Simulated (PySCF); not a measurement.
**Energy of O (oxygen, neutral) between two integer charges**

The 2p beta orbital of [He] 2s2 2p4 is emptied in steps (occupation f), with all orbitals relaxed, ending at [He] 2s2 2p3. Calculation: PySCF 2.14, in jorge-DZP-DKH; scalar relativity by spin-free X2C-1e. The exact energy is a straight line in f; departures are measured from the line between the end points of the same method.

| f | UHF (eV) | LDA (eV) | PBE (eV) | PBE0 (eV) | r2SCAN (eV) | LC-wPBE (eV) | BHandHLYP (eV) | wB97X (eV) | HSE06 (eV) | M06-2X (eV) |
| --- | --- | --- | --- | --- | --- | --- | --- | --- | --- | --- |
| 1 | 0.000 | 0.000 | 0.000 | 0.000 | 0.000 | 0.000 | 0.000 | 0.000 | 0.000 | 0.000 |
| 0.75 | 0.360 | -1.308 | -1.284 | -0.869 | -1.131 | -0.335 | -0.487 | -0.371 | -0.945 | -0.528 |
| 0.5 | 0.448 | -1.751 | -1.713 | -1.156 | -1.494 | -0.441 | -0.661 | -0.490 | -1.257 | -0.740 |
| 0.25 | 0.316 | -1.317 | -1.281 | -0.863 | -1.110 | -0.324 | -0.504 | -0.361 | -0.937 | -0.582 |
| 0 | 0.000 | 0.000 | 0.000 | 0.000 | 0.000 | 0.000 | 0.000 | 0.000 | 0.000 | 0.000 |

```csv
method,E(f=0) − E(f=1) (eV),−ε at f=1 (eV),−ε at f=0.5 (eV)
UHF,11.988,14.050,11.872
LDA,13.889,6.953,13.863
PBE,13.941,7.109,13.948
PBE0,13.776,9.145,13.790
r2SCAN,13.628,7.543,13.684
LC-wPBE,14.020,12.227,14.047
BHandHLYP,13.692,11.135,13.649
wB97X,13.706,11.723,13.732
HSE06,13.798,8.755,13.818
M06-2X,13.653,10.962,13.503
```

Orbital energy along the path (eV):

```json
{"f": "1", "UHF": "-14.050", "LDA": "-6.953", "PBE": "-7.109", "PBE0": "-9.145", "r2SCAN": "-7.543", "LC-wPBE": "-12.227", "BHandHLYP": "-11.135", "wB97X": "-11.723", "HSE06": "-8.755", "M06-2X": "-10.962"}
{"f": "0.75", "UHF": "-12.847", "LDA": "-10.376", "PBE": "-10.508", "PBE0": "-11.461", "r2SCAN": "-10.652", "LC-wPBE": "-13.137", "BHandHLYP": "-12.361", "wB97X": "-12.725", "HSE06": "-11.283", "M06-2X": "-12.142"}
{"f": "0.5", "UHF": "-11.872", "LDA": "-13.863", "PBE": "-13.948", "PBE0": "-13.790", "r2SCAN": "-13.684", "LC-wPBE": "-14.047", "BHandHLYP": "-13.649", "wB97X": "-13.732", "HSE06": "-13.818", "M06-2X": "-13.503"}
{"f": "0.25", "UHF": "-11.069", "LDA": "-17.392", "PBE": "-17.385", "PBE0": "-16.103", "r2SCAN": "-16.629", "LC-wPBE": "-14.918", "BHandHLYP": "-15.001", "wB97X": "-14.708", "HSE06": "-16.326", "M06-2X": "-15.114"}
{"f": "0", "UHF": "-10.397", "LDA": "-20.912", "PBE": "-20.705", "PBE0": "-18.325", "r2SCAN": "-19.514", "LC-wPBE": "-15.689", "BHandHLYP": "-16.429", "wB97X": "-15.543", "HSE06": "-18.736", "M06-2X": "-16.817"}
```

Reference removal energy between the ground levels: 13.618 eV (measured; NIST Atomic Spectra Database, ionization energies). The calculation has no spin-orbit coupling. UHF lacks correlation.
